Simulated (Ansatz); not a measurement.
For fcc Al, PBE in Ansatz (PAW) gives:

| Item | Value |
|---|---|
| lattice constant a | 4.040 Å |
| bulk modulus B0 | 76.9 GPa |
| cohesive energy | 3.43 eV/atom |

What does PBE0 (PAW; Ansatz, a quantum-chemistry and plane-wave program) give for the same quantities?


- lattice constant a: 4.013 Å (drops by 0.7 %)
- bulk modulus: 83.2 GPa (goes up by 8.2 %)
- cohesive energy: 3.40 eV/atom (decreases by 0.03 eV/atom)

For comparison: lattice constant a 4.018 Å (measured, static lattice: zero-point anharmonic expansion removed; as tabulated in Mejia-Rodriguez and Trickey (2018), arXiv:1807.09216); bulk modulus 80.8 GPa (measured, corrected for temperature and zero-point phonon effects, sources range from 77.1 to 82.0; as tabulated in Levämäki et al. (2014), arXiv:1402.3671); cohesive energy 3.43 eV/atom (measured, static lattice: zero-point vibration energy added; as tabulated in Mejia-Rodriguez and Trickey (2018), arXiv:1807.09216).

Changes are worked out from the printed values.

Unless a cell is named, each level is at its own relaxed cell (PBE 16.48, PBE0 16.15 Å³/atom).

Ansatz's density-functional and Hartree–Fock values are scalar-relativistic unless marked +SOC, with PAW data made under PBE.
